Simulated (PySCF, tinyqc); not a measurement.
The basis set: RHF and MP2 along a ladder of basis sets, for CH2, spin multiplicity 1. Computed by the program tinyqc with PySCF. Command: `OMP_NUM_THREADS=1 python tinyqc.py 115135 115136 out.jsonl`; one thread of a shared host (Intel(R) Xeon(R) Processor @ 2.60GHz), about 2 s.

Geometry (angstrom):
```
atom       x        y       z
C     0.0000   0.0000  0.0000
H     0.0000   0.9580  0.4540
H     0.0000  -0.9580  0.4540
```

Same geometry throughout; the dipole is taken about the origin.

RHF and frozen-core MP2 in a ladder of bases:
```
basis        functions  E(RHF) (hartree)  E(MP2 corr) (hartree)  HOMO (eV)  LUMO (eV)  dipole (debye)
sto-3g               7        -38.343836              -0.031030    -7.2998     6.5203          1.6163
3-21g               13        -38.637535              -0.063251    -9.2171     2.2709          2.1211
6-31g               13        -38.840701              -0.062876    -9.2347     2.0901          2.1425
6-31g**             24        -38.860055              -0.107820    -9.3690     2.1484          1.8481
cc-pvdz             24        -38.864576              -0.107800    -9.5145     1.8435          1.7801
aug-cc-pvdz         41        -38.869096              -0.113439    -9.7239     0.7424          1.7305
cc-pvtz             58        -38.878068              -0.137209    -9.6828     1.4276          1.7516
```

From cc-pVDZ to cc-pVTZ the RHF energy falls by 13.5 mhartree and the correlation energy by 29.4. If valence correlation converges as X^-3, (27 E(T) - 8 E(D))/19 gives -0.1496 hartree, a rough estimate from such small X that usually falls short; STO-3G holds about 21 % of it. Beyond STO-3G the LUMO moves by 1.5 eV and the HOMO by 0.5 eV. The restricted reference is unstable here: a spin-polarised solution lies 0.0349 hartree lower (PySCF, cc-pVDZ), so results built on it describe a poor reference.
